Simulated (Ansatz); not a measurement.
A run of Ansatz (development build ahead of 0.2.0) on triplet C3 at this shape:

```xyz
3

C     0.0000    0.0000    2.4552
C     0.0000    0.0000    0.0000
C     0.0000    0.0000   -2.4552
```

Its results:

```
Converged                       : yes
Total energy                    : -112.87931 hartree
Spin squared of the determinant : 2.000
Stability test                  : minimum among restricted orbitals
```

(1) Which input gives this output? Name the method, the orbitals and the basis set, and write the input.

## Answers

(1) ROHF in 6-31G.

```yaml
crystal:
  periodic: [false, false, false]
  atoms:
    - { symbol: C, position_ang: [0.0, 0.0, 2.4552] }
    - { symbol: C, position_ang: [0.0, 0.0, 0.0] }
    - { symbol: C, position_ang: [0.0, 0.0, -2.4552] }
basis:
  gaussian: { orbitals: "6-31G" }
magnetization:
  initial_magnetization: 2
hamiltonian:
  xc: hf
```

Caution: stretched shape with no unrestricted run beside it, a lower state can exist; other spin multiplicities may lie lower.
